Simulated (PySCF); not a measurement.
Orbital picture of SO⁺

HSE06 at R = 1.440 Å; PySCF, no relativity, basis sets S 6-31G(d,p), O 6-31G(d,p). State: ²Π (doublet), unpaired electrons π ↑. Only the outer orbitals are listed, counted within each symmetry.

```tsv
spin	orbital	occ.	ε (eV)	on S (%)	main shells (%)
α	5σ	1	-40.28	26	67 O s, 17 S s
α	6σ	1	-27.78	71	68 S s, 21 O s
α	2π	1	-22.07	35	65 O p, 33 S p
α	7σ	1	-21.71	41	50 O p, 30 S p, 10 S s
α	2π	1	-21.35	38	61 O p, 36 S p
α	3π	1	-16.01	68	67 S p, 32 O p
α	3π	0	-13.97	66	64 S p, 35 O p
α	8σ	0	-7.93	99	76 S p, 14 S d, 11 O p
α	9σ	0	-0.79	100	99 S s
β	5σ	1	-39.71	27	65 O s, 17 S s
β	6σ	1	-26.74	68	64 S s, 22 O s, 10 O p
β	7σ	1	-21.22	44	47 O p, 31 S p, 12 S s
β	2π	1	-21.11	38	62 O p, 36 S p
β	2π	1	-20.19	36	63 O p, 34 S p
β	3π	0	-13.61	66	64 S p, 34 O p
β	3π	0	-12.51	67	66 S p, 33 O p
β	8σ	0	-7.54	99	75 S p, 13 S d, 11 S s
```

Q: Which are the highest filled and the lowest empty level, where do they sit, and how wide is the gap?

A: Highest filled α 3π at -16.01 eV (in %: 67 S p, 32 O p); lowest empty α 3π at -13.97 eV (in %: 64 S p, 35 O p); the gap at HSE06 is 2.04 eV. Both belong to one degenerate shell, split only by its one-sided filling, so this is no excitation gap.

```json
{
  "bond order (Mayer)": "2.30",
  "⟨S²⟩": "0.753",
  "charge on S (Mulliken, basis-dependent)": "1.08",
  "charge on S (Löwdin, basis-dependent)": "1.09",
  "dipole moment (positive dipole points towards O; it is taken about the centre of mass and depends on that origin)": "-2.31 D"
}
```

The state is the lowest determinant that a PBE0 search found; another state may lie lower at other levels.
